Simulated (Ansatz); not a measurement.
Molecular dynamics of BH₇NP

Input:

```yaml
crystal:
  periodic: [false, false, false]
  atoms:
    - { symbol: B, position_ang: [0.017466, 0.175924, 0.380453] }
    - { symbol: "N", position_ang: [-0.032614, -0.218254, 1.871815] }
    - { symbol: H, position_ang: [-0.797127, -0.788526, 2.210271] }
    - { symbol: H, position_ang: [0.831902, -0.360701, 2.378435] }
    - { symbol: H, position_ang: [1.121267, 0.25977, -0.084285] }
    - { symbol: H, position_ang: [-0.880061, -0.259109, -0.287637] }
    - { symbol: P, position_ang: [-0.533884, 2.329134, 0.310725] }
    - { symbol: H, position_ang: [-1.752487, 2.536226, 1.019949] }
    - { symbol: H, position_ang: [0.276687, 3.063015, 1.224672] }
    - { symbol: H, position_ang: [-0.341849, 1.120822, 1.502202] }
basis:
  gaussian: { orbitals: "6-31G*" }
hamiltonian:
  xc: r2scan
md:
  timestep: 0.5
  n_steps: 200
  ensemble: nve
  temperature: 100.0
  initial_velocities: maxwell_boltzmann
  seed: 6771
```

Command:

```bash
$ ansatz run input.yaml --threads 1 --pin off --max-ram 2048MiB --backend cpu --events-out ev --progress --plain --runs-dir out
```

It starts at the highest image of a converged band. Of that band: Neighbouring images differ by up to 1.6 eV, so the band resolves the path poorly. A vibrational analysis at the climbing image gives one clearly imaginary mode, 1234i cm⁻¹: a first-order saddle point.

Output, in part (one step line in 4, the closing report, with atoms numbered from 0):

```
md step     0: t =     0.00 fs  T =   100.0 K  F+E_penalty+E_count = -11564.83130610 eV  E_kin = 0.103408 eV  conserved = -11564.72789810 eV  (26 SCF iters)
md step     4: t =     2.00 fs  T =    88.0 K  F+E_penalty+E_count = -11564.81887159 eV  E_kin = 0.091046 eV  conserved = -11564.72782565 eV  (30 SCF iters)
md step     8: t =     4.00 fs  T =    65.4 K  F+E_penalty+E_count = -11564.79537892 eV  E_kin = 0.067604 eV  conserved = -11564.72777457 eV  (29 SCF iters)
md step    12: t =     6.00 fs  T =    44.4 K  F+E_penalty+E_count = -11564.77369461 eV  E_kin = 0.045932 eV  conserved = -11564.72776263 eV  (30 SCF iters)
md step    16: t =     8.00 fs  T =    29.5 K  F+E_penalty+E_count = -11564.75825776 eV  E_kin = 0.030530 eV  conserved = -11564.72772738 eV  (30 SCF iters)
md step    20: t =    10.00 fs  T =    27.7 K  F+E_penalty+E_count = -11564.75636421 eV  E_kin = 0.028638 eV  conserved = -11564.72772640 eV  (30 SCF iters)
md step    24: t =    12.00 fs  T =    40.3 K  F+E_penalty+E_count = -11564.76942763 eV  E_kin = 0.041694 eV  conserved = -11564.72773359 eV  (29 SCF iters)
md step    28: t =    14.00 fs  T =    65.6 K  F+E_penalty+E_count = -11564.79555329 eV  E_kin = 0.067827 eV  conserved = -11564.72772591 eV  (29 SCF iters)
md step    32: t =    16.00 fs  T =   110.3 K  F+E_penalty+E_count = -11564.84158786 eV  E_kin = 0.114072 eV  conserved = -11564.72751553 eV  (29 SCF iters)
md step    36: t =    18.00 fs  T =   224.4 K  F+E_penalty+E_count = -11564.95929789 eV  E_kin = 0.232083 eV  conserved = -11564.72721474 eV  (27 SCF iters)
md step    40: t =    20.00 fs  T =   471.8 K  F+E_penalty+E_count = -11565.21581825 eV  E_kin = 0.487838 eV  conserved = -11564.72798031 eV  (29 SCF iters)
md step    44: t =    22.00 fs  T =   712.1 K  F+E_penalty+E_count = -11565.46504840 eV  E_kin = 0.736414 eV  conserved = -11564.72863456 eV  (29 SCF iters)
md step    48: t =    24.00 fs  T =  1051.0 K  F+E_penalty+E_count = -11565.81766295 eV  E_kin = 1.086815 eV  conserved = -11564.73084785 eV  (29 SCF iters)
md step    52: t =    26.00 fs  T =  1106.3 K  F+E_penalty+E_count = -11565.87432745 eV  E_kin = 1.144022 eV  conserved = -11564.73030552 eV  (29 SCF iters)
md step    56: t =    28.00 fs  T =   861.4 K  F+E_penalty+E_count = -11565.61790382 eV  E_kin = 0.890788 eV  conserved = -11564.72711547 eV  (30 SCF iters)
md step    60: t =    30.00 fs  T =  1013.1 K  F+E_penalty+E_count = -11565.77587076 eV  E_kin = 1.047581 eV  conserved = -11564.72829013 eV  (29 SCF iters)
md step    64: t =    32.00 fs  T =  1234.8 K  F+E_penalty+E_count = -11566.01098941 eV  E_kin = 1.276925 eV  conserved = -11564.73406405 eV  (28 SCF iters)
md step    68: t =    34.00 fs  T =  1000.3 K  F+E_penalty+E_count = -11565.75984728 eV  E_kin = 1.034374 eV  conserved = -11564.72547330 eV  (28 SCF iters)
md step    72: t =    36.00 fs  T =  1136.3 K  F+E_penalty+E_count = -11565.90836832 eV  E_kin = 1.174995 eV  conserved = -11564.73337368 eV  (29 SCF iters)
md step    76: t =    38.00 fs  T =   689.1 K  F+E_penalty+E_count = -11565.43926645 eV  E_kin = 0.712601 eV  conserved = -11564.72666561 eV  (29 SCF iters)
md step    80: t =    40.00 fs  T =   682.5 K  F+E_penalty+E_count = -11565.43392307 eV  E_kin = 0.705756 eV  conserved = -11564.72816738 eV  (28 SCF iters)
md step    84: t =    42.00 fs  T =   758.0 K  F+E_penalty+E_count = -11565.51796055 eV  E_kin = 0.783812 eV  conserved = -11564.73414877 eV  (29 SCF iters)
md step    88: t =    44.00 fs  T =   540.8 K  F+E_penalty+E_count = -11565.28764429 eV  E_kin = 0.559180 eV  conserved = -11564.72846399 eV  (28 SCF iters)
md step    92: t =    46.00 fs  T =   536.5 K  F+E_penalty+E_count = -11565.28545828 eV  E_kin = 0.554783 eV  conserved = -11564.73067536 eV  (29 SCF iters)
md step    96: t =    48.00 fs  T =   232.7 K  F+E_penalty+E_count = -11564.96633865 eV  E_kin = 0.240588 eV  conserved = -11564.72575033 eV  (29 SCF iters)
md step   100: t =    50.00 fs  T =   571.9 K  F+E_penalty+E_count = -11565.32052523 eV  E_kin = 0.591438 eV  conserved = -11564.72908713 eV  (28 SCF iters)
md step   104: t =    52.00 fs  T =   880.8 K  F+E_penalty+E_count = -11565.64122783 eV  E_kin = 0.910818 eV  conserved = -11564.73040962 eV  (28 SCF iters)
md step   108: t =    54.00 fs  T =  1244.8 K  F+E_penalty+E_count = -11566.02064879 eV  E_kin = 1.287185 eV  conserved = -11564.73346391 eV  (28 SCF iters)
md step   112: t =    56.00 fs  T =  1216.2 K  F+E_penalty+E_count = -11565.98842191 eV  E_kin = 1.257628 eV  conserved = -11564.73079370 eV  (28 SCF iters)
md step   116: t =    58.00 fs  T =   794.2 K  F+E_penalty+E_count = -11565.54750481 eV  E_kin = 0.821283 eV  conserved = -11564.72622154 eV  (28 SCF iters)
md step   120: t =    60.00 fs  T =   960.1 K  F+E_penalty+E_count = -11565.72305866 eV  E_kin = 0.992789 eV  conserved = -11564.73026987 eV  (29 SCF iters)
md step   124: t =    62.00 fs  T =   995.4 K  F+E_penalty+E_count = -11565.75787610 eV  E_kin = 1.029300 eV  conserved = -11564.72857571 eV  (29 SCF iters)
md step   128: t =    64.00 fs  T =  1202.5 K  F+E_penalty+E_count = -11565.97800259 eV  E_kin = 1.243509 eV  conserved = -11564.73449404 eV  (29 SCF iters)
md step   132: t =    66.00 fs  T =   909.9 K  F+E_penalty+E_count = -11565.67020862 eV  E_kin = 0.940887 eV  conserved = -11564.72932122 eV  (26 SCF iters)
md step   136: t =    68.00 fs  T =   478.8 K  F+E_penalty+E_count = -11565.22126341 eV  E_kin = 0.495100 eV  conserved = -11564.72616331 eV  (30 SCF iters)
md step   140: t =    70.00 fs  T =   624.0 K  F+E_penalty+E_count = -11565.37549820 eV  E_kin = 0.645220 eV  conserved = -11564.73027834 eV  (30 SCF iters)
md step   144: t =    72.00 fs  T =   604.6 K  F+E_penalty+E_count = -11565.35358264 eV  E_kin = 0.625241 eV  conserved = -11564.72834168 eV  (29 SCF iters)
md step   148: t =    74.00 fs  T =   845.8 K  F+E_penalty+E_count = -11565.60804587 eV  E_kin = 0.874660 eV  conserved = -11564.73338541 eV  (30 SCF iters)
md step   152: t =    76.00 fs  T =   735.0 K  F+E_penalty+E_count = -11565.49032924 eV  E_kin = 0.760003 eV  conserved = -11564.73032645 eV  (29 SCF iters)
md step   156: t =    78.00 fs  T =   329.0 K  F+E_penalty+E_count = -11565.06643420 eV  E_kin = 0.340213 eV  conserved = -11564.72622167 eV  (29 SCF iters)
md step   160: t =    80.00 fs  T =   517.0 K  F+E_penalty+E_count = -11565.26369980 eV  E_kin = 0.534658 eV  conserved = -11564.72904159 eV  (30 SCF iters)
md step   164: t =    82.00 fs  T =   775.2 K  F+E_penalty+E_count = -11565.53061556 eV  E_kin = 0.801622 eV  conserved = -11564.72899399 eV  (30 SCF iters)
md step   168: t =    84.00 fs  T =  1195.0 K  F+E_penalty+E_count = -11565.96898556 eV  E_kin = 1.235694 eV  conserved = -11564.73329184 eV  (29 SCF iters)
md step   172: t =    86.00 fs  T =  1162.6 K  F+E_penalty+E_count = -11565.93306380 eV  E_kin = 1.202273 eV  conserved = -11564.73079125 eV  (29 SCF iters)
md step   176: t =    88.00 fs  T =   779.4 K  F+E_penalty+E_count = -11565.53216349 eV  E_kin = 0.805991 eV  conserved = -11564.72617274 eV  (29 SCF iters)
md step   180: t =    90.00 fs  T =   989.8 K  F+E_penalty+E_count = -11565.75383242 eV  E_kin = 1.023511 eV  conserved = -11564.73032184 eV  (30 SCF iters)
md step   184: t =    92.00 fs  T =   992.9 K  F+E_penalty+E_count = -11565.75742988 eV  E_kin = 1.026771 eV  conserved = -11564.73065936 eV  (28 SCF iters)
md step   188: t =    94.00 fs  T =  1097.6 K  F+E_penalty+E_count = -11565.86787781 eV  E_kin = 1.134962 eV  conserved = -11564.73291554 eV  (28 SCF iters)
md step   192: t =    96.00 fs  T =   973.8 K  F+E_penalty+E_count = -11565.73781307 eV  E_kin = 1.006952 eV  conserved = -11564.73086136 eV  (29 SCF iters)
md step   196: t =    98.00 fs  T =   514.9 K  F+E_penalty+E_count = -11565.25803691 eV  E_kin = 0.532471 eV  conserved = -11564.72556623 eV  (29 SCF iters)
md step   200: t =   100.00 fs  T =   784.0 K  F+E_penalty+E_count = -11565.54210357 eV  E_kin = 0.810683 eV  conserved = -11564.73142044 eV  (26 SCF iters)
Total energy: -11565.54211084 eV, -425.0258331674 hartree
Atom 0 at    -0.135507     0.510893     0.279458 Å, force     1.295768    -3.052931     0.792260 eV/Å
Atom 1 at    -0.045803    -0.250514     2.048336 Å, force     1.067777    -0.160886    -0.637106 eV/Å
Atom 2 at     0.125298    -1.201453     1.671052 Å, force    -1.884358     0.072628     0.562139 eV/Å
Atom 3 at     0.920474    -0.202559     2.436189 Å, force    -1.024100     1.367061     0.369650 eV/Å
Atom 4 at     0.990412     0.084068     0.064241 Å, force     0.012337     0.539519    -0.329293 eV/Å
Atom 5 at    -0.897896    -0.258396    -0.250909 Å, force    -0.407715     0.159887     0.159123 eV/Å
Atom 6 at    -0.500147     2.302562     0.228429 Å, force    -0.536215     1.634593     0.680152 eV/Å
Atom 7 at    -1.535091     2.180455     1.230312 Å, force     0.002818     0.322122    -0.336137 eV/Å
Atom 8 at     0.461193     2.692888     1.214928 Å, force     0.015459     0.172974    -0.112105 eV/Å
Atom 9 at    -0.818961    -0.051012     2.756752 Å, force     1.458230    -1.054969    -1.148682 eV/Å
Dipole moment:     0.140631    -0.676462     1.001390 e Å
```

The run went to its last step. The conserved energy stayed within 0.82 meV per atom of its start (net change -0.35 meV per atom), so the integration is sound. The kinetic energy rose, since the run started high on the potential surface and went downhill. A run of 0.1 ps of so small a system gives no equilibrium averages. The orbitals stay closed-shell, which can raise the energy where a bond breaks towards radicals; this wasn't checked here.

Between its relaxed ends the band would form B1–P7, N2–H10 and break P7–H10. These pairs go: B1–P7 2.22 → 1.83 Å, N2–H10 1.42 → 1.07 Å, P7–H10 1.71 → 3.47 Å. In the last frame they stand as after the step (other bonds may differ from the relaxed reactants and products). It ends as one piece, BH7NP. Pairs count as bonded within 1.25 times the sum of covalent radii (0.12 Å more for H–H).

Last frame:

```xyz
10
Properties=species:S:1:pos:R:3
B -0.136 0.511 0.280
N -0.046 -0.251 2.048
H 0.125 -1.202 1.671
H 0.920 -0.203 2.436
H 0.990 0.084 0.064
H -0.898 -0.258 -0.251
P -0.500 2.303 0.228
H -1.535 2.180 1.230
H 0.461 2.693 1.215
H -0.819 -0.051 2.757
```

Run time: 11 min on 1 thread of Arm Neoverse V1, with other jobs on the host, peak memory 0.12 GiB.
